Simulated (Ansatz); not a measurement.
**2H MoS₂**

All values below come from PBEsol in Ansatz (PAW).

Run with plane-wave cutoff 520 eV, 12×12×4 k mesh (along the axes of the cell as run), Fermi–Dirac smearing 0.01 eV, no spin polarisation, scalar-relativistic PAW data made under PBE.

Cell: relaxed at this level.

```json
{
  "volume_per_atom": "17.92 Å³/atom",
  "bulk modulus B0": "19.5 GPa",
  "equilibrium_lattice_constant_a": "3.141 Å",
  "c axis length": "12.578 Å",
  "band_gap": "0.97 eV",
  "smallest_direct_gap_on_the_k_points_sampled": "1.74 eV",
  "Γ–Γ gap": "2.28 eV"
}
```

Measured, for comparison: bulk modulus 53.4 ± 1 GPa (room temperature, not corrected to a static lattice; as tabulated in Equation of State Measurement of Molybdenum Disulfide, J. Phys. Chem. Solids 67 …); lattice constant a 3.16 Å, lattice parameter c 12.294 Å (300 K, not corrected to a static lattice; as tabulated in arXiv:1605.07067). Computed (rounded) less measured: bulk modulus -63 %, lattice constant a -0.6 %, lattice parameter c +2.3 %. A static lattice is as a rule a little smaller and stiffer than an uncorrected measurement, which narrows the difference in the lattice constant a and would widen misses of the other sign.

Note: the cell comes from a level without a dispersion term, which matters for the spacing of layers, chains or molecules; the bulk modulus comes from volumes at which shape and atoms were relaxed; the cell has widely spaced layers and the level no dispersion term, so their spacing and the moduli can rest on weak binding.

Spin–orbit coupling is not included.

The computed numbers hold no vibrational or temperature effects.

The result took around 9 core-minutes (rough).

Ansatz is a quantum-chemistry and plane-wave program.
